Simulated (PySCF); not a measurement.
# A diatomic session: Na2

One table from this session's results is given with a row withheld; the runs are named, their logs left out.

Computed with PySCF 2.14.0. Level: Na x2c-SVPall, spin-free X2C with a Gaussian nucleus.

The first run:

A driver script around PySCF takes these settings:

```yaml
atoms: Na, Na
charge: 0
basis: Na x2c-SVPall
Hamiltonian: spin-free X2C with a Gaussian nucleus
basis_functions: 30
electrons_treated: 22
masses_in_u: 22.9898, 22.9898
levels: PBE0, PBE, r²SCAN, BLYP, LDA, M06, CAM-B3LYP, HF, MP2, SCS-MP2, CCSD, CCSD(T)
grid: 80 radial by 434 angular points
occupations: held fixed by the projection of orbital angular momentum
dissociation_limit: Na + Na, each in its ground configuration
starting_distance_in_angstrom: 3.150
values_of_2S_to_try: 0, 2
```

Command:

```sh
OMP_NUM_THREADS=1 python dia.py task.json out
```

Steps of the session up to this table: The job; First curve: PBE0; Excited determinants; PBE (GGA); r²SCAN (meta-GGA); BLYP (GGA); LDA (local density); M06; CAM-B3LYP (range-separated hybrid); RHF (mean field); Adding correlation.

One of the session's tables, all rows but one given; the rest of the session is left out.

Energy (eV) from each level's lowest point:

```
R (Å)    RHF  RHF-MP2  RHF-SCS-MP2  RHF-CCSD  RHF-CCSD(T)
2.684  0.208    0.187        0.187       n/a          n/a
2.809  0.117    0.103        0.104     0.099        0.099
2.934  0.055    0.047        0.047     0.044        0.044
3.027      ?        ?            ?         ?            ?
3.121  0.007    0.005        0.005     0.004        0.004
3.215  0.000    0.000        0.000     0.000        0.000
3.340  0.005    0.007        0.007     0.007        0.007
3.495  0.029    0.033        0.032     0.032        0.032
3.683  0.079    0.083        0.082     0.079        0.079
3.933  0.169    0.172        0.170       n/a          n/a
```

Estimate the missing values for R (Å) = 3.027.

Worked estimate for «RHF». A straight line through the neighbours (2.934, 0.055) and (3.121, 0.007) gives 0.055 + (0.007 − 0.055) × (3.027 − 2.934) / (3.121 − 2.934) = 0.031; a parabola fitted to 4 rows on both sides gives 0.025.

As computed: RHF: 0.025; RHF-MP2: 0.020; RHF-SCS-MP2: 0.020; RHF-CCSD: 0.019; RHF-CCSD(T): 0.019. In «RHF» the line misses by +0.006 and the parabola by 0.000.
